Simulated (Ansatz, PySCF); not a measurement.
This Ansatz (a quantum-chemistry and plane-wave program) input computes a r2SCAN/def2-TZVPD energy:

Ansatz 0.2 input:
```yaml
crystal:
  periodic: [false, false, false]
  atoms:
    - {symbol: C, position_ang: [1.37760322, 0.01843291, 0.01132496]}
    - {symbol: C, position_ang: [0.10270912, 0.44661529, -0.00225393]}
    - {symbol: H, position_ang: [2.05690146, 0.90275969, 0.01081884]}
    - {symbol: H, position_ang: [-0.21628020, 1.51104003, -0.01231293]}
    - {symbol: C, position_ang: [-1.08779556, -0.49380738, -0.00560757]}
    - {symbol: H, position_ang: [-0.72120087, -1.52504187, 0.00461626]}
    - {symbol: H, position_ang: [-1.74458285, -0.35197269, 0.86878207]}
    - {symbol: H, position_ang: [-1.72993823, -0.36423013, -0.89268502]}
basis:
  gaussian:
    orbitals: def2-TZVPD
hamiltonian:
  xc: {name: r2SCAN}
total_charge: -1
output: {forces: true}
```

**Question.** Write an input for the same energy in PySCF and say what it gives.

**Answer.** 
```python
from pyscf import gto, scf, dft

mol = gto.M(
    atom='''
    C     1.37760322    0.01843291    0.01132496
    C     0.10270912    0.44661529   -0.00225393
    H     2.05690146    0.90275969    0.01081884
    H    -0.21628020    1.51104003   -0.01231293
    C    -1.08779556   -0.49380738   -0.00560757
    H    -0.72120087   -1.52504187    0.00461626
    H    -1.74458285   -0.35197269    0.86878207
    H    -1.72993823   -0.36423013   -0.89268502
    ''',
    basis='def2-tzvpd',
    charge=-1,
    spin=0,
    verbose=4,
)

mf = dft.RKS(mol, xc='r2scan').density_fit(auxbasis='def2-universal-jkfit')
mf.grids.level = 4
mf.conv_tol = 1e-9
mf.max_cycle = 100
mf.max_memory = 1500
mf.kernel()
if not mf.converged:
    mf = mf.newton()
    mf.kernel(mf.make_rdm1())
mf.analyze()
```
It gives -117.20559 Eh, and Ansatz -117.20554 Eh, a difference of 0.05 mEh, from the treatment of integrals and grids.

It need not be the lowest isomer of its formula. Whether it binds its extra electron was not tested at this geometry.
